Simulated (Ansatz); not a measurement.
## AlH3O (AlH2(OH)): where methods fail along a bond

The species is AlH3O (5 atoms), meant as a singlet with charge 0. SMILES: `[H][Al]([H])[OH]`. Geometry: a GFN2-xTB relaxation, a rough one for these elements and not checked as a minimum.

```
atom    x (Å)    y (Å)    z (Å)
  Al   0.2718   0.4511  -0.1093
   H   1.7990   0.4172  -0.2214
   H  -0.4810   1.7690  -0.3118
   O  -0.5554  -0.9200   0.2267
   H  -1.0343  -1.7173   0.4158
```

The Al1–H2 distance is scanned; the parts on either side stay rigid. Basis STO-3G, 6 core orbitals frozen in the correlated methods; program Ansatz 0.2.0. FCI is exact within this basis and core. Energies in eV from each method's value at 1.532 Å; methods without a U are spin-restricted. The shape above is that at 1.532 Å.

| distance (Å) | PBE | CAM-B3LYP | wB97X | wB97M-V | B2PLYP | CCSD | CCSDT(Q) | FCI |
| --- | --- | --- | --- | --- | --- | --- | --- | --- |
| 1.532 | 0.00 | 0.00 | 0.00 | 0.00 | 0.00 | 0.00 | 0.00 | 0.00 |
| 1.915 | 1.06 | 1.27 | 1.28 | 1.27 | 1.27 | 1.22 | 1.20 | 1.20 |
| 2.298 | 2.72 | 3.22 | 3.28 | 3.21 | 3.17 | 2.99 | 2.94 | 2.94 |
| 3.063 | 5.27 | 6.35 | 6.59 | 6.40 | 5.89 | 4.99 | 4.83 | 4.83 |
| 3.829 | 6.38 | 7.90 | 8.31 | 8.08 | 6.55 | 5.33 | 5.11 | 5.11 |

Departure from the FCI curve at its largest: PBE +1.28 eV at 3.83 Å; CAM-B3LYP +2.80 eV at 3.83 Å; wB97X +3.20 eV at 3.83 Å; wB97M-V +2.97 eV at 3.83 Å; B2PLYP +1.44 eV at 3.83 Å; CCSD +0.23 eV at 3.83 Å; CCSDT(Q) within 0.005 eV. Restricted functionals keep the electrons paired too, and rise too high.
